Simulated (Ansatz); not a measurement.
This Ansatz (a first-principles code) input (MP2/cc-pCVQZ) gives -559.33988 Eh with 193 basis functions. A basis named .json is the Basis Set Exchange file of that set (core-valence sets with the plain set on hydrogen).

Ansatz 0.2 input:
```yaml
crystal:
  periodic: [false, false, false]
  atoms:
    - {symbol: F, position_ang: [-0.00000000, -0.00000000, -1.00770435]}
    - {symbol: Cl, position_ang: [0.00000000, 0.00000000, 0.53349054]}
basis:
  gaussian:
    orbitals: cc-pCVQZ.json
total_charge: 1
magnetization: {spin_polarized: true, initial_magnetization: 1}
correlation: {method: mp2, frozen_orbitals: {Cl: 1, F: 0}}
```

Change:
```diff
- orbitals: cc-pCVQZ.json
+ orbitals: cc-pwCVQZ.json
```

Q: What does the run give now?

A: -559.32889 Eh (MP2/cc-pwCVQZ, 193 functions), a change of +10.99 mEh.
